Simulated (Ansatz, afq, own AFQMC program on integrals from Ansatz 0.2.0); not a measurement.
## Atomization energy of CHO, doublet, worked out

```xyz
3

O     0.0000   -0.1013    0.5002
C     0.0000    0.0736   -0.7526
H     0.0000    0.7302    1.0271
```

Connectivity, by distances: OH–C.

Basis cc-pVQZ. Noble-gas cores (and the filled d shells of Ga–Kr and In–Xe) are frozen. AFQMC by an in-house program on the Cholesky factors that Ansatz 0.2.0 writes for its CCSD(T) run. The CISD trial takes its coefficients from CCSD amplitudes. Released means that phaseless walkers are propagated on without the constraint, phases kept. ± is one standard error of the sampling.

Total energies in eV. CBS is CCSD(T) at the limit of def2-TZVPP/QZVPP (extrapolated itself); the highest rung of each member is named.

Cautions: CHO (doublet): the released value is read at 1.62 1/Eh, later times being too noisy (meV from the phaseless value at times in 1/Eh: -14 ± 6 at 0.24, -9 ± 6 at 0.51, -2 ± 6 at 0.99, 1 ± 8 at 1.62, -21 ± 15 at 2.40).

| member | count | CCSD(T)/cc-pVQZ | highest rung in cc-pVQZ | which | CCSD(T)/CBS |
| --- | --- | --- | --- | --- | --- |
| O (triplet) | +1 | -2040.6789 | -2040.6895 | CCSDT(Q) | -2040.9924 |
| C (triplet) | +1 | -1028.2241 | -1028.2381 | FCI | -1028.3149 |
| H (doublet) | +1 | -13.6042 | -13.6042 | FCI | -13.6059 |
| CHO, doublet | -1 | -3092.6297 | -3092.6445 ± 0.0079 | released AFQMC | -3093.1699 |

Work out the best estimate of the atomization energy: the CCSD(T)/CBS difference plus the step from CCSD(T) to the highest rung.

Sums with the counts: CCSD(T)/CBS 10.2567 eV, highest rung 10.1127 eV, CCSD(T)/cc-pVQZ 10.1225 eV. The step is 10.1127 − 10.1225 = -0.0098 eV, so the best estimate is 10.2567 + (-0.0098) = 10.2469 eV, with sampling noise 0.008 eV. The step is under twice that noise, so its sign is open. The basis set is worth 0.134 eV of it. Zero-point, core-correlation and spin–orbit terms aren't in it.

Best estimates are given only where the step beyond CCSD(T) is under 0.3 eV and no member's determinant is very poor (T1 over 0.05, or 0.07 for open shells, ⟨S²⟩ too high by 0.3, two states mixed), so the hardest cases are missing from such tables.

CCSDT and higher add their correlation energy to the determinant of the CCSD(T) run, since their own runs factorise the integrals more tightly (a shift of under 2 meV). Each member of a difference takes its own highest rung, so a best estimate needn't equal the limit plus the step of one row. A walk keeps the symmetry of its determinant, which the program's search chose and which needn't be the lowest solution, so a lower state of the same spin and another symmetry isn't excluded. Released energies are given only where the last usable release times agree within the noise; a slower fall can still hide under it.
